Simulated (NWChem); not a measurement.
carbonyl sulfide (COS); SMILES O=C=S

All runs: NWChem. Medium grid unless said otherwise, to which SCAN and Minnesota functionals are sensitive. All runs use the structure optimised with PBE0/def2-SVP. Hybrids' shares of exact exchange are those that their runs print; pure functionals count as 0. The functionals differ in more than this share.

| row | share of exact exchange | highest occupied level (eV) |
|---|---|---|
| LDA (Slater exchange, VWN5)/def2-TZVPD | 0.00 | -7.64 |
| PBE/def2-TZVPD | 0.00 | -7.48 |
| B3LYP/def2-TZVPD | 0.20 | -8.44 |
| PBE0/def2-TZVPD | 0.25 | -8.69 |
| M06-2X/def2-TZVPD | 0.54 | withheld |
| Hartree-Fock/def2-TZVPD | 1.00 | -11.45 |

Task: Fit a straight line of the last column on the one before it, predict the withheld value, and compare with the run.

Result: 
1. Means of the 5 shown rows: x = 0.290, y = -8.740. Slope Σ(x − x̄)(y − ȳ)/Σ(x − x̄)² = -2.637/0.6820 = -3.867; intercept -7.619.
2. The shown rows scatter about the line by 0.083 (root mean square); the largest residual is +0.14, at PBE/def2-TZVPD.
3. At x = 0.54 (M06-2X/def2-TZVPD; inside the shown range) the line gives -9.71.
4. The run gives -9.83, -0.12 from the line, 1.5 times the scatter.
